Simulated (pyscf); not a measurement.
This saddle point was located with ωB97X-D3(BJ)/def2-SVP in PySCF.

```xyz
9

P     -1.9140    -1.6186    -0.5973
Al    -0.8074     0.2943     0.4126
H     -1.9066    -2.8935     0.0030
H     -3.1459    -1.5826    -1.2802
H     -0.0511    -0.1386     1.7431
H     -1.6419     1.6328     0.2642
O      0.2308    -0.0740    -1.0996
H     -0.5243    -1.0957    -1.3485
H      1.1925    -0.1024    -1.1661
```

Surface: singlet, charge 0. Lowest wavenumbers (cm⁻¹): 1257i, 210, 263, 295, 347.

Question: Which two sides does it connect, and which bonds change?

Answer: `[AlH2][PH2]` + `[OH2]` <-> `[PH3]` + `[OH][AlH2]`, a four-centre exchange read from left to right: Al–P, H–O broken and H–P, Al–O formed. At CCSD(T)/def2-TZVPP + ΔMP2(QZVPP) it lies -3.1 kcal/mol from the left side and +18.8 kcal/mol from the right (each side as separated species at their lowest minima found). On the reactant side the descent ends in an adduct with a Al–O contact, 22.7 kcal/mol under the separated species and 15.8 kcal/mol under the saddle at ωB97X-D3(BJ)/def2-TZVP. On the product side the descent ends in an adduct with a Al–P contact, 15.4 kcal/mol under the separated species and 28.8 kcal/mol under the saddle at ωB97X-D3(BJ)/def2-TZVP. At CCSD(T) the saddle lies under the separated reactants, which points to a path from their complex (located at ωB97X-D3(BJ) alone). What is counted as formed (Al–O) is already present as a longer contact in the reactant adduct; forming that adduct is a step of its own. What is counted as broken (Al–P) persists as a longer contact in the product adduct; parting that adduct is a step of its own. At ωB97X-D3(BJ) the barrier from the zero used here is -6.9 kcal/mol. One saddle was located; it need not be the lowest between these sides. The CCSD(T) − MP2 part came from Ansatz, without density fitting, on the same reference.
